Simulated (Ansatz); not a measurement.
# SiHCl2 (SMILES Cl[SiH]Cl) at 6 levels

Wanted: a comparison of 6 runs (UHF/STO-3G, UCAM-B3LYP/STO-3G, UHSE06/STO-3G, UPBE/STO-3G, UBCCD(T)/STO-3G, UCCSDT(Q)/STO-3G) of SiHCl2. 

The results are computed with Ansatz 0.2.0.

68 further runs of the same task are left out: 9 that didn't finish, 59 set aside as unsound or not needed.

## (1) The structure to begin with

SiHCl2 has 4 atoms, charge 0, and is taken as a doublet. As SMILES, `Cl[SiH]Cl`. The Cl3–Si2 distance was set to 4.094 Å, away from the relaxed value. At this shape a bond of the SMILES string is far longer than usual.

Bond lengths: Cl1–Si2 2.047 Å, Si2–H4 1.488 Å. Angles: Cl1–Si2–H4 108.0°.

## (2) A single-point energy at UHF/STO-3G (run 1)

Input file molecule.yaml:

```yaml
crystal:
  periodic: [false, false, false]
  atoms:
    - symbol: Cl
      position_ang: [-1.709900, 0.044900, 2.931100]
    - symbol: Si
      position_ang: [0.124300, -0.547100, 2.241700]
    - symbol: Cl
      position_ang: [0.250900, -0.281300, -1.841700]
    - symbol: H
      position_ang: [1.144900, 0.384800, 2.794100]
basis:
  gaussian:
    orbitals: STO-3G
hamiltonian:
  xc: hf
magnetization:
  spin_polarized: true
  initial_magnetization: 1
accuracy: high
```

Started as:

```console
$ ansatz run molecule.yaml --threads 1 --pin off --max-ram 2610MiB --events-out events.jsonl --progress --plain --runs-dir runs
```

The program printed:

```text
Warning: RAYON_NUM_THREADS=1 ignored (pool sized by the plan → 1); use --threads N
Functional definition: HF
  name "HF"
  exchange = exact_x
  correlation = 0
464 factors; integrals over basis functions are off by at most 1.7e-8 eV
mean field evaluation 1: about -32519.1837 eV, gradient 1.2e1 eV
mean field evaluation 2: about -32519.2048 eV, gradient 1.2e1 eV
mean field evaluation 4: about -32521.0105 eV, gradient 3.6e0 eV
mean field evaluation 8: about -32524.2758 eV, gradient 4.6e0 eV
mean field evaluation 16: about -32525.5022 eV, gradient 6.8e-2 eV
mean field evaluation 32: about -32525.5088 eV, gradient 9.2e-3 eV
mean field evaluation 64: about -32525.4969 eV, gradient 3.0e-2 eV
mean field evaluation 96: about -32525.5099 eV, gradient 3.1e-3 eV
mean field evaluation 128: about -32525.5068 eV, gradient 7.9e-3 eV
mean field evaluation 160: about -32524.4355 eV, gradient 4.9e-1 eV
mean field evaluation 192: about -32523.2304 eV, gradient 2.2e0 eV
mean field evaluation 224: about -32525.5100 eV, gradient 6.2e-8 eV
mean field -32525.51078742 eV, -1195.2904748545 hartree, gradient 7.0e-8 eV, S^2 0.920142; 3 other end points of the search recorded, 0 dependent functions left out
reference -32525.51078742 eV, -1195.2904748545 hartree; 25, 24 occupied and 3, 4 virtual orbitals, 464 factors
Total energy: -32525.51078742 eV, -1195.2904748545 hartree
```

Run time: 0.98 s. Hardware: 1 thread of Arm Neoverse V2, shared host.

## (3) The energy at UCAM-B3LYP/STO-3G (run 2)

Input file in.yaml:

```yaml
crystal:
  periodic: [false, false, false]
  atoms:
    - symbol: Cl
      position_ang: [-1.709900, 0.044900, 2.931100]
    - symbol: Si
      position_ang: [0.124300, -0.547100, 2.241700]
    - symbol: Cl
      position_ang: [0.250900, -0.281300, -1.841700]
    - symbol: H
      position_ang: [1.144900, 0.384800, 2.794100]
basis:
  gaussian: {orbitals: STO-3G}
hamiltonian: {xc: {name: CAM-B3LYP}}
total_charge: 0
magnetization: {spin_polarized: true, initial_magnetization: 1}
accuracy: high
```

Started as:

```console
$ ansatz run in.yaml --threads 1 --pin off --max-ram 2610MiB --events-out events.jsonl --progress --plain --runs-dir runs
```

The program printed, cut to the lines that bear on the results:

```text
Warning: RAYON_NUM_THREADS=1 ignored (pool sized by the plan → 1); use --threads N
Functional definition: CAM-B3LYP
  name "CAM-B3LYP"
[...]
464 factors; integrals over basis functions are off by at most 1.7e-8 eV
181 factors; integrals over basis functions are off by at most 1.7e-9 eV
[...]
mean field -32571.18683368 eV, -1196.9690385945 hartree, gradient 3.4e-8 eV, S^2 0.753730; 6 other end points of the search recorded, 0 dependent functions left out
reference -32571.18684965 eV, -1196.9690391811 hartree; 25, 24 occupied and 3, 4 virtual orbitals, 464 factors
Total energy: -32571.18684965 eV, -1196.9690391811 hartree
```

Run time: 6 s. Hardware: 1 thread of Arm Neoverse V2, shared host; peak memory 0.16 GiB.

Runs 3 to 5 aren't shown in full; the table further down has their settings and results.

## (4) The energy at UCCSDT(Q)/STO-3G (run 6)

Input file input.yaml:

```yaml
crystal:
  periodic: [false, false, false]
  atoms:
    - {symbol: Cl, position_ang: [-1.709900, 0.044900, 2.931100]}
    - {symbol: Si, position_ang: [0.124300, -0.547100, 2.241700]}
    - {symbol: Cl, position_ang: [0.250900, -0.281300, -1.841700]}
    - {symbol: H, position_ang: [1.144900, 0.384800, 2.794100]}
basis:
  gaussian: {orbitals: STO-3G}
total_charge: 0
magnetization: {spin_polarized: true, initial_magnetization: 1}
correlation: {method: ccsdt_q, frozen_orbitals: {Cl: 5, H: 0, Si: 5}}
accuracy: high
scf: {omitted_lower_state_checks: [cluster_reference, increment]}
```

Started as:

```console
$ ansatz run input.yaml --threads 1 --pin off --max-ram 2610MiB --events-out events.jsonl --progress --plain --runs-dir runs
```

The program printed:

```text
Warning: RAYON_NUM_THREADS=1 ignored (pool sized by the plan → 1); use --threads N
[... 16 lines left out ...]
15 core orbitals not correlated: weight in the atoms' cores, before any rotation towards them, 1.000 or more for the frozen orbitals, at most 0.000 for the correlated occupied ones
[... 202 lines left out ...]
Total energy: -32526.89260433 eV, -1195.3412556895 hartree
Checks for a lower state left out: cluster_reference, increment
```

Run time: 4.2 s. Hardware: 1 thread of Arm Neoverse V2, shared host; peak memory 0.1 GiB.

## (5) All runs side by side

```tsv
run	level	frozen core orbitals	energy (Eh)	⟨S²⟩	wall time
1	UHF/STO-3G	–	-1195.290475	0.920	0.98 s
2	UCAM-B3LYP/STO-3G	–	-1196.969039	0.754	6 s
3	UHSE06/STO-3G	–	-1196.612607	0.756	8.1 s
4	UPBE/STO-3G	–	-1196.451899	0.752	11 s
5	UBCCD(T)/STO-3G	15	-1195.341022	0.920	2.6 s
6	UCCSDT(Q)/STO-3G	15	-1195.341256	0.920	4.2 s
```

## (6) What came out

```
                                           quantity           value
                                run 6: total energy  -1195.34126 Eh
run 6: correlation energy (15 core orbitals frozen)       -50.8 mEh
           run 6: ⟨S²⟩ of the reference determinant           0.920
                               run 6: T1 diagnostic           0.044
```

What this shows: Below the UHF energy at the same shape and in the same basis (STO-3G): UBCCD(T) -50.5 mEh; UCCSDT(Q) -50.8 mEh. Totals of different functionals can't be ranked against each other. In runs 1, 2, 3, 4, 5, 6 the basis is minimal, so the values are rough. Spin contamination of the reference: run 1 ⟨S²⟩ = 0.92, run 5 ⟨S²⟩ = 0.92, run 6 ⟨S²⟩ = 0.92. All runs together took 32 s, the longest 11 s.
